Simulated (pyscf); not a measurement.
HO–CH•–CH₂–OH (SMILES O[CH]CO) -> •O–CH₂–CH₂–OH (SMILES [O]CCO), a hydrogen shift (doublet surface; H–O broken, C–H formed). PySCF, gas phase, ωB97X-D3(BJ)/def2-SVP geometries. Energies in kcal/mol from the reactant's lowest minimum found.

AM1 to PM7: differences of heats of formation from MOPAC, which are fitted to 298 K values and so differ in kind from electronic energies by zero-point and thermal terms. Open shells are spin-unrestricted. 

Q: In single points AM1 puts the saddle at 60.7 kcal/mol and the reaction energy at +21.8 kcal/mol. Should these be trusted to within a few kcal/mol? Compare with ωB97M-D3(BJ)/def2-TZVP.

A: ωB97M-D3(BJ)/def2-TZVP gives ΔE‡ = 40.4 kcal/mol and ΔE = +9.7 kcal/mol. AM1 lies 20.3 kcal/mol over it in the barrier and 12.1 kcal/mol over it in the reaction energy, so on this step it does not hold to within 3.0 kcal/mol. ωB97M-D3(BJ)/def2-TZVP has limits of its own. On the reactant side the descent ends in a point that may be a rotor saddle (no frequency run), 3.5 kcal/mol over the lowest minimum found and 36.3 kcal/mol under the saddle at ωB97X-D3(BJ)/def2-TZVP. From the product side, H₂C=O + •H₂C–OH lies, by one bond made or cut, 16.5 kcal/mol under this saddle at ωB97M-D3(BJ)/def2-TZVP. The same reactants have a lower exit, to •H₂C–CH=O + H₂O (barrier +28.8 kcal/mol at ωB97M-D3(BJ)/def2-TZVP, against +40.4 kcal/mol here). •O–CH₂–CH₂–OH lies 10.6 kcal/mol over its isomer H₃C–CH(O•)–OH (electronic energy, ωB97M-D3(BJ)/def2-TZVP). This is the saddle that the search found; another between the same sides may lie lower.
